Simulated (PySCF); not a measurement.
## propane: calculation against experiment

**What was measured.**

NIST CCCBDB Release 22 (SRD 101), experimental dipoles lists, for the gas: dipole moment (microwave Stark effect) 0.084 D.

From NIST CCCBDB Release 22 (SRD 101), experimental polarizabilities, for the gas: mean polarisability 5.921 Å³.

The runs below try to reproduce these values; the comparison stands at the end.

Compound: propane, C3H8.
SMILES with atom numbers: `[CH3:1][CH2:2][CH3:3]` (hydrogens: H4, H5, H6 on C1; H7, H8 on C2; H9, H10, H11 on C3)

Structure used (GFN2-xTB), in Å, numbered top down from 1:
```
atom  x, y, z in Å
C1    -1.2539    0.2548   -0.0718
C2    -0.0028   -0.4767    0.3988
C3     1.2574    0.1019   -0.2328
H4    -2.1442   -0.1682    0.3882
H5    -1.2000    1.3091    0.1915
H6    -1.3564    0.1779   -1.1524
H7     0.0722   -0.4047    1.4864
H8    -0.0836   -1.5354    0.1417
H9     1.2109    0.0226   -1.3168
H10    2.1398   -0.4314    0.1132
H11    1.3660    1.1526    0.0280
```

Runs made with PySCF (gas phase, on this GFN2-xTB geometry; no spin–orbit coupling):

| level | job | basis functions | wall time |
| --- | --- | --- | --- |
| PBE0/def2-SVPD | 8 singlets by full TDDFT, 3 Tamm–Dancoff triplets, polarisability | 124 | 6.7 s |

Hardware: one thread, x86-64 server, no GPU, on a shared host.

**Comparison with experiment**

**Dipole moment.** Measured: 0.084 D (NIST CCCBDB Release 22 (SRD 101), experimental dipoles).

```
         level  computed (D)  computed − measured (D)
PBE0/def2-SVPD         0.087                   +0.003
```

The computed dipoles belong to one fixed geometry; measured ones are averaged over vibrations unless marked μe. Magnitudes are compared, not signs.

**Mean polarisability.** Measured: 5.921 Å³ (NIST CCCBDB Release 22 (SRD 101), experimental polarizabilities).

```
         level  computed (Å³)  computed − measured (Å³)  % (from the printed values)
PBE0/def2-SVPD          5.871                    -0.050                           -1
```

The computed values are static and purely electronic, with core orbitals frozen in the response (1 au = 0.148185 Å³). The table of measured values doesn't say here whether a value is static or optical, or holds a vibrational part.

No measured geometry was used, and the causes of the misses weren't examined.
